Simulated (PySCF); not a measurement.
C₄H₅O (doublet state).
Z-matrix (Å and degrees, GFN2-xTB geometry), rows numbered from 1:
```
O 
C   1  1.3469
C   2  1.3863  1  137.65
C   3  1.3910  2   93.00  1   179.86
C   2  1.5130  1  130.29  3   179.79
H   1  0.9649  2  109.99  3     0.02
H   3  1.0757  2  133.40  1    -0.14
H   4  1.0679  3  135.70  2  -179.96
H   5  1.0889  2  115.33  1    64.56
H   5  1.0889  2  115.25  1   -64.34
```

The hyperfine couplings belong to this conformer and change with its torsions.

As a line formula: `O[C]1C=CC1` [radical].

The calculation used UKS B3LYP, pcH-1 on C H O, non-relativistic, mean-field spin-orbit, GIAO (PySCF). The structure is a single GFN2-xTB conformer in the gas phase; no vibrational or solvent corrections. The geometry wasn't refined by DFT: couplings that depend on bond lengths, twists or pyramidal angles can differ widely from those at the functional's own minimum. The SCF solution wasn't tested for stability.

Principal values of hyperfine tensors in MHz (contact and dipolar terms together), for some of the nuclei:

| atom | isotope | A1 | A2 | A3 | alike by the symmetry of this geometry |
| --- | --- | --- | --- | --- | --- |
| C4 | 13C | 9.69 | 11.54 | 179.74 | none |
| C2 | 13C | 12.57 | 14.01 | 151.54 | none |
| H8 | 1H | -80.48 | -50.50 | -23.54 | none |
| C5 | 13C | -31.26 | -28.35 | -27.12 | none |
| H10 | 1H | 8.74 | 13.83 | 20.92 | H9 |
| O1 | 17O | -56.45 | 6.21 | 7.91 | none |
| H7 | 1H | 4.13 | 9.12 | 11.52 | none |
| H6 | 1H | -15.90 | -13.25 | 7.25 | none |

Q: Split each tensor into its isotropic and traceless parts, and turn a_iso into mT with g = 2.0029.

A: a_iso is a third of the trace, T = A − a_iso, and a(mT) = a(MHz)/(g × 13.996).

```csv
atom,a_iso (MHz),a_iso (mT),T1,T2,T3
C4,66.99,2.390,-57.30,-55.45,112.75
C2,59.37,2.118,-46.80,-45.37,92.17
H8,-51.51,-1.837,-28.98,1.01,27.97
C5,-28.91,-1.031,-2.35,0.56,1.79
H10,14.50,0.517,-5.76,-0.67,6.43
O1,-14.11,-0.503,-42.34,20.32,22.02
H7,8.26,0.295,-4.13,0.86,3.27
H6,-7.30,-0.260,-8.60,-5.95,14.55
```

Q: What spin density at the nucleus of C4 lies behind its contact coupling (g_N = 1.40482)?

A: a_FC = (2μ0/3) gₑ μB g_N μN ρ(0)/(2S·h) = 800.24 MHz × g_N × ρ(0)/(2S), with ρ in bohr⁻³. With a_FC = 66.99 MHz and 2S = 1, ρ(0) = 0.05959 bohr⁻³.

Q: C3 (13C, g_N = 1.40482) isn't in the table. Its spin density at the nucleus is -0.03991 bohr⁻³. What is its contact coupling?

A: By the same relation, a_FC = -44.9 MHz. Its full tensor has the principal values -68.09, -34.58, -31.93 MHz.

Q: Which nucleus of the table has the largest anisotropic coupling, and what is its form?

A: C4: -57.3, -55.4, 112.8 MHz, axial, in the ratio −1:−1:+2, the form that spin in one p orbital centred on that nucleus gives.

Q: What first-order splitting does H8 cause when the field lies along A1, A2 or A3 of its tensor (g taken as isotropic, no quadrupole term)?

A: 2 lines (I = 1/2), spaced by |A_i|/(g × 13.996): 2.87, 1.80, 0.84 mT along the axes of A1, A2 and A3.

The SMILES draws the unpaired electron on C2; the largest computed Mulliken spin population is on C4 (0.73 against 0.51).
